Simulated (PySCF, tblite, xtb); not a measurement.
Dissociation curve of SMILES CCl (CH3Cl). The C1–Cl5 bond (C1 also carries H, H, H; Cl5 carries nothing else) is pulled apart rigidly from the PBE0/def2-TZVP optimised geometry.

Methods: GFN1-xTB (xtb); GFN2-xTB, 300 K electronic temperature (tblite); RKS-B3LYP/6-31G* = PySCF with restricted B3LYP/6-31G*, spherical d; UCCSD(T) = CCSD(T) on UHF/cc-pVDZ, 6 core orbitals frozen (PySCF 2.14.0).

Energies relative to the lowest point of each curve near equilibrium, in kJ/mol; the last columns give the difference from UCCSD(T):

```
R / Å  GFN1-xTB  GFN2-xTB  RKS-B3LYP/6-31G*  UCCSD(T)  GFN1-xTB − UCCSD(T)  GFN2-xTB − UCCSD(T)  RKS-B3LYP/6-31G* − UCCSD(T)
-----  --------  --------  ----------------  --------  -------------------  -------------------  ---------------------------
1.43      264.5     200.9             270.2     282.5                -18.1                -81.6                        -12.3
1.49      159.0     122.1             168.8     175.3                -16.4                -53.2                         -6.5
1.59       54.8      43.3              64.1      65.5                -10.7                -22.1                         -1.4
1.66       18.5      15.0              24.8      24.8                 -6.4                 -9.8                          0.0
1.71        5.3       4.4               8.9       8.7                 -3.4                 -4.2                          0.2
1.77        0.0       0.0               0.0       0.0                  0.0                  0.0                          0.0
1.84        4.8       3.8               0.2       0.9                  3.9                  2.9                         -0.7
1.87        9.6       7.8               3.0       4.0                  5.6                  3.8                         -1.0
1.96       31.6      26.7              18.4      20.5                 11.0                  6.1                         -2.1
2.05       61.2      53.0              41.1      44.2                 17.1                  8.8                         -3.1
2.18      111.6      98.8              80.7      84.6                 27.0                 14.2                         -3.9
2.41      204.9     185.9             156.3     164.4                 40.5                 21.5                         -8.2
2.69      301.4     278.2             241.4     250.6                 50.8                 27.6                         -9.1
2.96      367.5     342.0             309.6     306.0                 61.5                 35.9                          3.6
3.21      407.9     380.4             359.8     330.2                 77.7                 50.2                         29.6
3.53      438.0     406.2             408.5     342.1                 95.9                 64.0                         66.4
3.91          —         —             448.7     347.0                    —                    —                        101.7
4.35          —         —             478.5     349.1                    —                    —                        129.4
4.75          —         —             495.3     349.9                    —                    —                        145.4
5.35          —         —             509.6     350.4                    —                    —                        159.2
6.26          —         —             519.6     350.6                    —                    —                        169.0
```

GFN1-xTB is furthest from UCCSD(T) at 3.53 (95.9 kJ/mol, above); its mean absolute difference over the points is 27.9 kJ/mol.

GFN2-xTB is furthest from UCCSD(T) at 1.43 (-81.6 kJ/mol, below); its mean absolute difference over the points is 25.4 kJ/mol.

RKS-B3LYP/6-31G* is furthest from UCCSD(T) at 6.26 (169.0 kJ/mol, above); its mean absolute difference over the points is 40.6 kJ/mol.

Dashes: no converged value, or the column stops at the first point that the program doubted or that broke a chosen test of continuity, which isn't proof of a fault.

The restricted form behind RKS-B3LYP/6-31G* keeps the bonding electrons paired and can't separate into open-shell fragments. The unrestricted determinant behind UCCSD(T) is spin-contaminated at 2.41 to 6.26 Å (<S²> up to 1.0, against 0.00 for a pure singlet).
